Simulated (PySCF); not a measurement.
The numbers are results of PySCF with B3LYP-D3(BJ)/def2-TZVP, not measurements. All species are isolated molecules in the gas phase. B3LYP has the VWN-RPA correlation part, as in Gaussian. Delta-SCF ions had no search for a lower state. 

Reference species (SMILES): `C#N` (neutral, multiplicity 1).

```
Quantity                                   Result
--------------------------------------  ---------
S1 oscillator strength                      0.000
dipole moment                              3.03 D
vertical ionisation energy (Delta-SCF)   13.73 eV
HOMO                                    -10.17 eV
```

Changed species: `N#CO[SiH3]` (X = siloxy; the reference has X = H).

Q: What does the change do to the S1 oscillator strength, dipole moment, vertical ionisation energy (Delta-SCF) and HOMO?

A: the S1 oscillator strength hardly moves; the dipole moment rises by 1.67 D, to 4.70 D; the vertical ionisation energy (Delta-SCF) falls by 2.52 eV, to 11.21 eV; the HOMO increases by 1.64 eV, to -8.53 eV.
